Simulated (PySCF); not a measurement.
OSi, charge +1, multiplicity 2. Atoms are numbered in the order given.

```xyz
2

Si     0.0000     0.0000    -0.5537
O      0.0000     0.0000     0.9690
```
Charge +1, spin multiplicity 2.

The structure is a stationary point at B3LYP-D3(BJ)/def2-TZVPD. The spin state was assumed, not searched.

Level of theory: M06-2X/def2-TZVPD in PySCF.

Mulliken values depend strongly on the basis, most of all with diffuse functions as here. ESP charges are fitted to the potential on shells at 1.4 to 2.0 van der Waals radii. Atomic charges (e):

| atom | ESP fit | Mulliken | Mulliken spin |
|---|---|---|---|
| Si1 | [?] | 1.00 | 0.43 |
| O2 | [?] | 0.00 | 0.57 |

Problem. What belongs in the gaps? (The exact figures need the calculation; the answer reports its results.)

Solution. 
- Si1, ESP fit: 1.26
- O2, ESP fit: -0.26
